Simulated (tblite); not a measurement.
C4H5F2 (doublet state).
Geometry (GFN2-xTB, Å), atoms numbered from 1 in this order:
```xyz
11
C4H5F2 angstrom
C      1.5345   -0.8460    0.0567
C      0.7803    0.1847   -0.2781
C     -0.4570    0.6053    0.4860
F     -0.4622    0.0527    1.7472
C     -1.6423    0.1248   -0.2628
F     -2.0556    0.8782   -1.2917
H      1.3307   -1.4313    0.9374
H      2.3957   -1.1239   -0.5256
H      0.9661    0.7787   -1.1608
H     -0.4863    1.6967    0.6101
H     -1.8987   -0.9172   -0.3445
```

All values are computed: GFN2-xTB (tblite) harmonic vibrations without scaling, gas phase. Against measured fundamentals such values can be off by several per cent, at times by over 20. One conformer, not necessarily the lowest. Open shells enter through the occupations alone, without spin polarisation, and single modes of such species can be off by tens of per cent.

Harmonic wavenumbers (cm⁻¹): 64.2, 80.8, 207.5, 262.8, 318.7, 426.6, 483.3, 598.8, 649.9, 888.6, 913.8, 978.7, 1008.5, 1069.5, 1082.4, 1140.9, 1175.9, 1239.4, 1260.2, 1319.9, 1391.9, 1682.9, 2891.9, 3082.4, 3109.5, 3115.2, 3139.7.

A = 5625, B = 2522, C = 1929 MHz; mass 91.036 u (most abundant isotopes); point group C1, symmetry number 1; spin multiplicity 2.

Q: What is the zero-point energy?

A: ½Σν̃ = 16792 cm⁻¹ = 48.01 kcal/mol.

Q: What is S at 400 K and 1 bar for an ideal gas of classical rigid rotors and harmonic oscillators?

A: Translation 40.92, rotation 27.74, vibration 22.31, spin (R ln 2) 1.38: S = 92.4 cal/(mol K).

Q: And Cp and H(400 K) − H(0)?

A: Cp = 30.79 cal/(mol K), of which vibrations give 22.84 (their classical limit is 27 R = 53.7); H(400 K) − H(0) = 7.82 kcal/mol without the zero-point energy, 4.64 from vibrations.

Q: What must be added to the electronic energy to get the Gibbs energy at 400 K and 1 bar?

A: ZPE + [H(400 K) − H(0)] − T·S = 48.01 + 7.82 − 36.94 = 18.89 kcal/mol.

Q: How do the functions run with temperature in this model?

A: 
```
T (K)  S (cal/(mol K))  Cp (cal/(mol K))  H − H(0) (kcal/mol)  G − H(0) (kcal/mol)  ln q(vib)
  100             63.8              14.0                 1.08                -5.30       0.97
  200             75.3              19.6                 2.77               -12.29       2.45
  300             84.3              25.3                 5.01               -20.28       3.92
  500             99.7              35.4                11.14               -38.73       6.84
  800            118.5              44.5                23.25               -71.58      11.01
 1000            128.9              48.3                32.54               -96.35      13.57
```

q(vib) and H(0) count from the zero-point level.

Q: Blend soft modes into free rotors: weight 1/[1 + (100 cm⁻¹/ν̃)⁴] for the oscillator and the rest for a rotor with moment μB/(μ + B), μ = h/(8π²ν), B = 10⁻⁴⁴ kg m². What vibrational entropy results?

A: 20.41 cal/(mol K) in place of 22.31, which changes −T·S at 400 K by +0.76 kcal/mol.

Hindered rotation and anharmonicity are outside this model. Other conformers, if any are populated, would add a mixing term that is left out. The structure is chiral; the term R ln 2 for an equal mix with its mirror image is left out.

The run took 0.2 s of wall time on Arm Neoverse V1, one thread, no GPU (shared host). This covers the Hessian and the dipole derivatives.
